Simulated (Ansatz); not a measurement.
A made-up structure of CH5MgO (charge +1), singlet:

O1  (-0.710, 0.765, -0.549)
C2  (0.522, 0.247, 0.147)
Mg3  (0.011, -1.369, 0.786)
H4  (-1.022, 0.249, -1.404)
H5  (-0.492, 1.538, -0.704)
H6  (0.705, 0.963, 1.051)
H7  (1.448, 0.226, -0.534)
H8  (-0.461, -2.619, 1.207)
(Å)

It is relaxed with PBE-D4/def2-SVP and then PBE0-D4/def2-TZVP (Ansatz 0.2.0). Atoms count as bonded within 1.22 times the sum of their covalent radii (H–H: 0.88 Å). The end point is not checked to be a true minimum.

Question: Does its bonding change? (A judgement: the text doesn't fix the answer.)

Answer: The calculation gives: No: no bond forms or breaks.

Where it ends: The first stage lowers the energy by 3.04 eV in 8 steps. It ends as CH₅MgO ([OH2][CH2][MgH]), total charge +1:
```
atom    x (Å)    y (Å)    z (Å)
  O1  -0.6563   0.9683  -0.6483
  C2   0.4830   0.2645   0.1171
 Mg3   0.0085  -1.6958   0.9600
  H4  -0.9488   0.4812  -1.4339
  H5  -0.4518   1.8842  -0.9051
  H6   0.6528   0.9756   0.9286
  H7   1.3413   0.3249  -0.5558
  H8  -0.4288  -3.2030   1.5373
```

Labels in which every atom is bracketed show which atoms are joined, not bond orders.

For scale, one of the runs: PBE0-D4/def2-TZVP relaxation, 124 basis functions, launched by `ansatz run in.yaml --threads 2 --pin off --events-out ev --progress --plain --max-ram 4352MiB`. Hardware: 2 CPU threads of an Arm Neoverse V1, shared host. Wall time about 17 s.
